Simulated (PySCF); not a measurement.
# OF₂: core binding energies at several levels of theory, part 2 of 3

PySCF 2.14.0. Atoms count from 0. The steps go on from the part before.

## Step 7: X-ray photoelectron lines: PBE, X2C

What the job is given:

```
{"job": {"kind": "xps", "xc": "PBE"}, "charge": 0, "multiplicity": 1}
F     -1.079576    -0.290264     0.017822
O     -0.013474     0.583591    -0.004060
F      1.093490    -0.239632    -0.004462
```

Level: delta-SCF UKS PBE, pcX-2 on the ionised atom, pcseg-1 elsewhere, spin-free X2C.

The program printed:

```text
ground state, core basis on atom 0 (F), 73 functions
  cycle   1  E = -274.61715670  |g| = 5.00e-01
  cycle   2  E = -274.39762359  |g| = 1.26e+00
  cycle   3  E = -274.64876699  |g| = 1.89e-01
  cycle   4  E = -274.65494591  |g| = 3.17e-02
  cycle   5  E = -274.65488907  |g| = 3.49e-02
  cycle   6  E = -274.65509490  |g| = 5.64e-03
  cycle   7  E = -274.65510047  |g| = 4.63e-04
  E(ground) = -274.65537755 Eh
hole in F 1s of atom 0
  cycle   1  E = -248.25337365  |g| = 2.61e+00
  cycle   2  E = -246.63517656  |g| = 2.98e+00
  cycle   3  E = -247.87715211  |g| = 1.74e+00
  cycle   4  E = -248.92555895  |g| = 8.41e-01
  cycle   5  E = -249.14537808  |g| = 1.63e-01
  cycle   6  E = -249.15397838  |g| = 7.51e-02
  cycle   7  E = -249.15590938  |g| = 2.31e-02
  cycle   8  E = -249.15609932  |g| = 4.29e-03
  cycle   9  E = -249.15610721  |g| = 5.18e-04
  cycle  10  E = -249.15610597  |g| = 1.37e-04
  E(ion) = -249.15633023 Eh   <S^2> = 0.7612   hole on atom = 1.000   binding energy = 693.864 eV
ground state, core basis on atom 1 (O), 73 functions
  cycle   1  E = -274.63786547  |g| = 1.38e-01
  cycle   2  E = -274.62960202  |g| = 2.37e-01
  cycle   3  E = -274.63779201  |g| = 8.55e-02
  cycle   4  E = -274.63894949  |g| = 1.72e-02
  cycle   5  E = -274.63898703  |g| = 8.27e-03
  cycle   6  E = -274.63899872  |g| = 7.23e-04
  cycle   7  E = -274.63899877  |g| = 1.71e-04
  E(ground) = -274.63880595 Eh
hole in O 1s of atom 1
  cycle   1  E = -253.87276354  |g| = 2.21e+00
  cycle   2  E = -251.95381617  |g| = 2.99e+00
  cycle   3  E = -254.04387734  |g| = 1.36e+00
  cycle   4  E = -254.57324451  |g| = 4.58e-01
  cycle   5  E = -254.64075520  |g| = 8.15e-02
  cycle   6  E = -254.64001179  |g| = 8.67e-02
  cycle   7  E = -254.64281120  |g| = 2.51e-02
  cycle   8  E = -254.64306892  |g| = 3.25e-03
  cycle   9  E = -254.64307814  |g| = 9.12e-04
  cycle  10  E = -254.64307881  |g| = 4.32e-04
  E(ion) = -254.64291699 Eh   <S^2> = 0.7733   hole on atom = 1.000   binding energy = 544.116 eV
```

It took 2.3 s on 1 thread of Arm Neoverse N1, shared host; peak memory 0.28 GiB.

Binding energies by hole, beside the orbital energy of the ground state; the difference holds orbital relaxation and, for a density functional, its self-interaction error:

```csv
hole,stands for,environment,ΔSCF (eV),−ε (eV),⟨S²⟩,measured (eV)
F1s on F0,"F0, F2",fluorine bonded to O,693.86,662.8,0.761,695.07
O1s on O1,O1,oxygen bonded to 2 F,544.12,516.1,0.773,–
```

Measured: gas; Jolly, The use of core electron binding energies as bench marks for the comparison of valence shell ionization potentials, LBL-11396 (1980); values from Bakke, Chen, Jolly 1980.

Each hole run stands for the others of its class of like atoms.

## Step 8: Core holes by ΔSCF: TPSS, X2C

What the job is given:

```
{"job": {"kind": "xps", "xc": "TPSS"}, "charge": 0, "multiplicity": 1}
F     -1.079576    -0.290264     0.017822
O     -0.013474     0.583591    -0.004060
F      1.093490    -0.239632    -0.004462
```

With the program's defaults for keys left out, this is: delta-SCF UKS TPSS, pcX-2 on the ionised atom, pcseg-1 elsewhere, spin-free X2C.

The program printed:

```text
ground state, core basis on atom 0 (F), 73 functions
  cycle   1  E = -274.89077034  |g| = 5.15e-01
  cycle   2  E = -274.67024607  |g| = 1.26e+00
  cycle   3  E = -274.92476617  |g| = 1.74e-01
  cycle   4  E = -274.93008949  |g| = 2.70e-02
  cycle   5  E = -274.93006458  |g| = 2.81e-02
  cycle   6  E = -274.93019628  |g| = 4.88e-03
  cycle   7  E = -274.93020169  |g| = 4.24e-04
  E(ground) = -274.93068234 Eh
hole in F 1s of atom 0
  cycle   1  E = -248.49144696  |g| = 2.60e+00
  cycle   2  E = -247.17802347  |g| = 2.89e+00
  cycle   3  E = -248.26415665  |g| = 1.64e+00
  cycle   4  E = -249.14304779  |g| = 8.70e-01
  cycle   5  E = -249.38805844  |g| = 1.26e-01
  cycle   6  E = -249.39113472  |g| = 9.12e-02
  cycle   7  E = -249.39405758  |g| = 2.25e-02
  cycle   8  E = -249.39423946  |g| = 5.88e-03
  cycle   9  E = -249.39425324  |g| = 5.44e-04
  cycle  10  E = -249.39425328  |g| = 2.14e-04
  E(ion) = -249.39469673 Eh   <S^2> = 0.7613   hole on atom = 1.000   binding energy = 694.870 eV
ground state, core basis on atom 1 (O), 73 functions
  cycle   1  E = -274.91350830  |g| = 7.29e-01
  cycle   2  E = -274.90417795  |g| = 2.52e-01
  cycle   3  E = -274.84683977  |g| = 6.40e-01
  cycle   4  E = -274.91491480  |g| = 9.25e-03
  cycle   5  E = -274.91488642  |g| = 1.52e-02
  cycle   6  E = -274.91492618  |g| = 1.95e-03
  cycle   7  E = -274.91492695  |g| = 2.32e-04
  E(ground) = -274.91480962 Eh
hole in O 1s of atom 1
  cycle   1  E = -254.11121795  |g| = 2.21e+00
  cycle   2  E = -252.39608117  |g| = 2.92e+00
  cycle   3  E = -254.35108333  |g| = 1.28e+00
  cycle   4  E = -254.82072304  |g| = 4.43e-01
  cycle   5  E = -254.88408679  |g| = 7.17e-02
  cycle   6  E = -254.88511413  |g| = 4.19e-02
  cycle   7  E = -254.88551324  |g| = 2.84e-02
  cycle   8  E = -254.88585282  |g| = 3.32e-03
  cycle   9  E = -254.88586648  |g| = 1.14e-03
  cycle  10  E = -254.88586751  |g| = 6.11e-04
  cycle  11  E = -254.88586801  |g| = 5.73e-05
  E(ion) = -254.88581149 Eh   <S^2> = 0.7775   hole on atom = 1.000   binding energy = 545.017 eV
```

Run time: 3.6 s. Hardware: 1 thread of Arm Neoverse N1, shared host; peak memory 0.28 GiB.

Binding energies by hole, beside the orbital energy of the ground state; the difference holds orbital relaxation and, for a density functional, its self-interaction error:

```csv
hole,stands for,environment,ΔSCF (eV),−ε (eV),⟨S²⟩,measured (eV)
F1s on F0,"F0, F2",fluorine bonded to O,694.87,666.9,0.761,695.07
O1s on O1,O1,oxygen bonded to 2 F,545.02,519.8,0.777,–
```

Measured: gas; Jolly, The use of core electron binding energies as bench marks for the comparison of valence shell ionization potentials, LBL-11396 (1980); values from Bakke, Chen, Jolly 1980.

Each hole run stands for the others of its class of like atoms.

## Step 9: Core-electron binding energies: HF, X2C

What the job is given:

```
{"job": {"kind": "xps", "xc": "HF"}, "charge": 0, "multiplicity": 1}
F     -1.079576    -0.290264     0.017822
O     -0.013474     0.583591    -0.004060
F      1.093490    -0.239632    -0.004462
```

With the program's defaults for keys left out, this is: delta-SCF UKS HF, pcX-2 on the ionised atom, pcseg-1 elsewhere, spin-free X2C.

The program printed:

```text
ground state, core basis on atom 0 (F), 73 functions
  cycle   1  E = -273.56556644  |g| = 7.19e-01
  cycle   2  E = -273.61617711  |g| = 5.54e-01
  cycle   3  E = -273.66382712  |g| = 7.64e-02
  cycle   4  E = -273.66533571  |g| = 2.91e-02
  cycle   5  E = -273.66567417  |g| = 9.36e-03
  cycle   6  E = -273.66572566  |g| = 2.40e-03
  cycle   7  E = -273.66572923  |g| = 4.74e-04
  E(ground) = -273.66572923 Eh
hole in F 1s of atom 0
  cycle   1  E = -247.23774161  |g| = 2.55e+00
  cycle   2  E = -247.85157610  |g| = 1.30e+00
  cycle   3  E = -248.14564141  |g| = 1.10e-01
  cycle   4  E = -248.15076914  |g| = 3.49e-02
  cycle   5  E = -248.15180949  |g| = 1.79e-02
  cycle   6  E = -248.15231413  |g| = 9.07e-03
  cycle   7  E = -248.15247804  |g| = 7.00e-03
  cycle   8  E = -248.15258658  |g| = 4.84e-03
  cycle   9  E = -248.15269020  |g| = 2.39e-03
  cycle  10  E = -248.15271778  |g| = 1.41e-03
  cycle  11  E = -248.15272663  |g| = 9.83e-04
  cycle  12  E = -248.15273147  |g| = 7.58e-04
  cycle  13  E = -248.15273558  |g| = 5.78e-04
  cycle  14  E = -248.15273697  |g| = 5.46e-04
  cycle  15  E = -248.15273833  |g| = 5.33e-04
  cycle  16  E = -248.15273980  |g| = 5.28e-04
  cycle  17  E = -248.15274231  |g| = 5.23e-04
  cycle  18  E = -248.15275274  |g| = 4.97e-04
  E(ion) = -248.15275274 Eh   <S^2> = 0.7916   hole on atom = 1.000   binding energy = 694.243 eV
ground state, core basis on atom 1 (O), 73 functions
  cycle   1  E = -273.65281809  |g| = 7.45e-02
  cycle   2  E = -273.65329843  |g| = 4.98e-02
  cycle   3  E = -273.65366093  |g| = 6.97e-03
  cycle   4  E = -273.65367241  |g| = 2.65e-03
  cycle   5  E = -273.65367393  |g| = 1.04e-03
  cycle   6  E = -273.65367435  |g| = 2.97e-04
  E(ground) = -273.65367435 Eh
hole in O 1s of atom 1
  cycle   1  E = -252.82322894  |g| = 2.16e+00
  cycle   2  E = -253.09357275  |g| = 1.52e+00
  cycle   3  E = -253.60711941  |g| = 2.51e-01
  cycle   4  E = -253.62873063  |g| = 7.69e-02
  cycle   5  E = -253.63218230  |g| = 3.86e-02
  cycle   6  E = -253.63542145  |g| = 3.43e-02
  cycle   7  E = -253.63983100  |g| = 3.21e-02
  cycle   8  E = -253.65101921  |g| = 2.37e-02
  cycle   9  E = -253.64989908  |g| = 1.98e-02
  cycle  10  E = -253.65139393  |g| = 7.16e-03
  cycle  11  E = -253.65134821  |g| = 6.51e-03
  cycle  12  E = -253.65148091  |g| = 3.94e-03
  cycle  13  E = -253.65154316  |g| = 1.63e-03
  cycle  14  E = -253.65156713  |g| = 7.34e-04
  cycle  15  E = -253.65157076  |g| = 3.14e-04
  E(ion) = -253.65157076 Eh   <S^2> = 1.2931   hole on atom = 1.000   binding energy = 544.285 eV
```

It took 2.2 s on 1 thread of Arm Neoverse N1, shared host; peak memory 0.28 GiB.

The holes in one table. −ε is the ground-state orbital energy:

```csv
hole,stands for,environment,ΔSCF (eV),−ε (eV),⟨S²⟩,measured (eV)
F1s on F0,"F0, F2",fluorine bonded to O,694.24,719.1,0.792,695.07
O1s on O1,O1,oxygen bonded to 2 F,544.28 (doubtful),566.8,1.293,–
```

Measured: gas; Jolly, The use of core electron binding energies as bench marks for the comparison of valence shell ionization potentials, LBL-11396 (1980); values from Bakke, Chen, Jolly 1980.

Each hole run stands for the others of its class of like atoms.

Doubtful: the ion did not converge, its hole moved, or its ⟨S²⟩ is well above 0.75.

## Step 10: X-ray photoelectron lines: CAM-B3LYP, X2C

What the job is given:

```
{"job": {"kind": "xps", "xc": "CAM-B3LYP"}, "charge": 0, "multiplicity": 1}
F     -1.079576    -0.290264     0.017822
O     -0.013474     0.583591    -0.004060
F      1.093490    -0.239632    -0.004462
```

Level: delta-SCF UKS CAM-B3LYP, pcX-2 on the ionised atom, pcseg-1 elsewhere, spin-free X2C.

The program printed:

```text
ground state, core basis on atom 0 (F), 73 functions
  cycle   1  E = -274.76207229  |g| = 6.24e-01
  cycle   2  E = -274.67303202  |g| = 9.93e-01
  cycle   3  E = -274.82488096  |g| = 1.11e-01
  cycle   4  E = -274.82663844  |g| = 1.86e-02
  cycle   5  E = -274.82668488  |g| = 5.47e-03
  cycle   6  E = -274.82669273  |g| = 1.18e-03
  cycle   7  E = -274.82669142  |g| = 9.76e-04
  cycle   8  E = -274.82669175  |g| = 1.08e-04
  E(ground) = -274.82689128 Eh
hole in F 1s of atom 0
  cycle   1  E = -248.38565797  |g| = 2.59e+00
  cycle   2  E = -248.32512428  |g| = 2.17e+00
  cycle   3  E = -249.18370379  |g| = 5.65e-01
  cycle   4  E = -249.19161668  |g| = 5.30e-01
  cycle   5  E = -249.28304422  |g| = 5.50e-02
  cycle   6  E = -249.28417754  |g| = 1.46e-02
  cycle   7  E = -249.28432049  |g| = 3.32e-03
  cycle   8  E = -249.28434802  |g| = 1.37e-03
  cycle   9  E = -249.28435239  |g| = 5.81e-04
  cycle  10  E = -249.28435347  |g| = 2.75e-04
  E(ion) = -249.28452849 Eh   <S^2> = 0.7628   hole on atom = 1.000   binding energy = 695.043 eV
ground state, core basis on atom 1 (O), 73 functions
  cycle   1  E = -274.81001873  |g| = 8.79e-02
  cycle   2  E = -274.80929269  |g| = 8.95e-02
  cycle   3  E = -274.81035833  |g| = 3.27e-02
  cycle   4  E = -274.81051723  |g| = 5.80e-03
  cycle   5  E = -274.81052264  |g| = 1.31e-03
  cycle   6  E = -274.81052133  |g| = 1.86e-04
  E(ground) = -274.81050146 Eh
hole in O 1s of atom 1
  cycle   1  E = -253.99628284  |g| = 2.19e+00
  cycle   2  E = -253.21841806  |g| = 2.46e+00
  cycle   3  E = -254.62102509  |g| = 7.12e-01
  cycle   4  E = -254.75768650  |g| = 2.13e-01
  cycle   5  E = -254.77158185  |g| = 2.46e-02
  cycle   6  E = -254.77197088  |g| = 8.86e-03
  cycle   7  E = -254.77218526  |g| = 5.42e-03
  cycle   8  E = -254.77231319  |g| = 2.75e-03
  cycle   9  E = -254.77233014  |g| = 1.89e-03
  cycle  10  E = -254.77233455  |g| = 5.51e-04
  cycle  11  E = -254.77233579  |g| = 2.91e-04
  E(ion) = -254.77232538 Eh   <S^2> = 0.7909   hole on atom = 1.000   binding energy = 545.267 eV
```

Wall time 4.5 s (1 thread of Arm Neoverse N1, shared host); peak memory 0.31 GiB.

Binding energies by hole, beside the orbital energy of the ground state; the difference holds orbital relaxation and, for a density functional, its self-interaction error:

```csv
hole,stands for,environment,ΔSCF (eV),−ε (eV),⟨S²⟩,measured (eV)
F1s on F0,"F0, F2",fluorine bonded to O,695.04,676.6,0.763,695.07
O1s on O1,O1,oxygen bonded to 2 F,545.27,528.9,0.791,–
```

Measured: gas; Jolly, The use of core electron binding energies as bench marks for the comparison of valence shell ionization potentials, LBL-11396 (1980); values from Bakke, Chen, Jolly 1980.

Each hole run stands for the others of its class of like atoms.

## Step 11: Core-electron binding energies: SCAN, X2C

What the job is given:

```
{"job": {"kind": "xps", "basis": "pcX-1"}, "charge": 0, "multiplicity": 1}
F     -1.079576    -0.290264     0.017822
O     -0.013474     0.583591    -0.004060
F      1.093490    -0.239632    -0.004462
```

Method: delta-SCF UKS SCAN, pcX-1 on the ionised atom, pcseg-1 elsewhere, spin-free X2C.

The program printed:

```text
ground state, core basis on atom 0 (F), 52 functions
  cycle   1  E = -274.70092928  |g| = 5.73e-01
  cycle   2  E = -274.43444155  |g| = 1.38e+00
  cycle   3  E = -274.74636059  |g| = 1.42e-01
  cycle   4  E = -274.74990646  |g| = 1.86e-02
  cycle   5  E = -274.74993511  |g| = 1.21e-02
  cycle   6  E = -274.74995098  |g| = 6.54e-03
  cycle   7  E = -274.74995887  |g| = 7.07e-04
  cycle   8  E = -274.74995831  |g| = 7.53e-05
  E(ground) = -274.74750788 Eh
hole in F 1s of atom 0
  cycle   1  E = -248.32291711  |g| = 2.56e+00
  cycle   2  E = -247.32858033  |g| = 2.63e+00
  cycle   3  E = -248.24432257  |g| = 1.52e+00
  cycle   4  E = -249.01278656  |g| = 7.42e-01
  cycle   5  E = -249.18955975  |g| = 1.45e-01
  cycle   6  E = -249.19413231  |g| = 8.15e-02
  cycle   7  E = -249.19660910  |g| = 1.26e-02
  cycle   8  E = -249.19667067  |g| = 1.90e-03
  cycle   9  E = -249.19667547  |g| = 1.24e-03
  cycle  10  E = -249.19668062  |g| = 1.42e-03
  cycle  11  E = -249.19666920  |g| = 6.95e-04
  cycle  12  E = -249.19666823  |g| = 2.07e-04
  E(ion) = -249.20067380 Eh   <S^2> = 0.7648   hole on atom = 1.000   binding energy = 695.165 eV
ground state, core basis on atom 1 (O), 52 functions
  cycle   1  E = -274.75304511  |g| = 6.44e-02
  cycle   2  E = -274.74991307  |g| = 1.49e-01
  cycle   3  E = -274.75361490  |g| = 1.48e-02
  cycle   4  E = -274.75364361  |g| = 6.67e-03
  cycle   5  E = -274.75364776  |g| = 4.91e-03
  cycle   6  E = -274.75364995  |g| = 1.97e-04
  E(ground) = -274.74794628 Eh
hole in O 1s of atom 1
  cycle   1  E = -253.93802013  |g| = 2.18e+00
  cycle   2  E = -252.47179497  |g| = 2.72e+00
  cycle   3  E = -254.17682924  |g| = 1.26e+00
  cycle   4  E = -254.67174610  |g| = 3.42e-01
  cycle   5  E = -254.70814142  |g| = 7.37e-02
  cycle   6  E = -254.70998917  |g| = 3.26e-02
  cycle   7  E = -254.71015449  |g| = 3.53e-02
  cycle   8  E = -254.71082947  |g| = 8.36e-03
  cycle   9  E = -254.71102449  |g| = 5.13e-03
  cycle  10  E = -254.71104584  |g| = 1.38e-03
  cycle  11  E = -254.71104683  |g| = 1.70e-04
  E(ion) = -254.70687610 Eh   <S^2> = 0.8367   hole on atom = 1.000   binding energy = 545.345 eV
```

It took 2.5 s on 1 thread of Arm Neoverse N1, shared host; peak memory 0.31 GiB.

The holes in one table. −ε is the ground-state orbital energy:

```csv
hole,stands for,environment,ΔSCF (eV),−ε (eV),⟨S²⟩,measured (eV)
F1s on F0,"F0, F2",fluorine bonded to O,695.16,668.6,0.765,695.07
O1s on O1,O1,oxygen bonded to 2 F,545.35,522.3,0.837,–
```

Measured: gas; Jolly, The use of core electron binding energies as bench marks for the comparison of valence shell ionization potentials, LBL-11396 (1980); values from Bakke, Chen, Jolly 1980.

Each hole run stands for the others of its class of like atoms.

(Continued in part 3 of 3.)
